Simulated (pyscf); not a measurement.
6 gas-phase steps of one pattern: four-centre exchange on the doublet surface, F/Cl/Br/I–H, H–Si/Ge/Sn broken and F/Cl/Br/I–Si/Ge/Sn, H–H formed. PySCF, gas phase, ωB97X-D3(BJ)/def2-SVP geometries. Electronic energies in eV, from the separated reactants; ΔE‡ and ΔE at ωB97M-D3(BJ)/def2-TZVP. Rows were drawn at random from the steps of this pattern with a verified saddle, stable references and no exit in the data more than 5 kcal/mol lower.

| row | step | ΔE | ΔE‡ |
|---|---|---|---|
| 1 | •H₂Si–O–SiH₃ + HF → F–SiH•–O–SiH₃ + H₂ | -1.32 | ? |
| 2 | F–SiH₂–O–SiH₂• + HF → F–SiH•–O–SiH₂–F + H₂ | -1.29 | 1.07 |
| 3 | H₃C–SiH•–CH₃ + HCl -> H₃C–Si•(CH₃)–Cl + H₂ | -0.95 | 1.09 |
| 4 | HCl + Cl–SiH•–Cl → Cl–Si•(Cl)–Cl + H₂ | -0.79 | 1.36 |
| 5 | Cl–GeH•–Cl + HCl → Cl–Ge•(Cl)–Cl + H₂ | -0.59 | 1.35 |
| 6 | GeH₃• + HF → F–GeH₂• + H₂ | -0.39 | 1.32 |

Problem. From a straight line through the complete rows, estimate the missing barrier and say how far the line can be trusted.

Solution. Over the 5 complete rows the means are -0.80 (ΔE) and 1.24 (ΔE‡); least squares gives b = 0.34 and a = 1.51 eV, with residuals of 0.08 eV (root mean square; largest 0.12, row 4). For row 1: 1.51 + 0.34 × (-1.32) = 1.06 eV, an extrapolation. The computed barrier is 1.04 eV, 0.02 under the line. The scatter is large against the spread of the barriers, so the line says little here. Each barrier is that of the saddle found. Elements up to Kr have no core potential and no relativistic terms here.
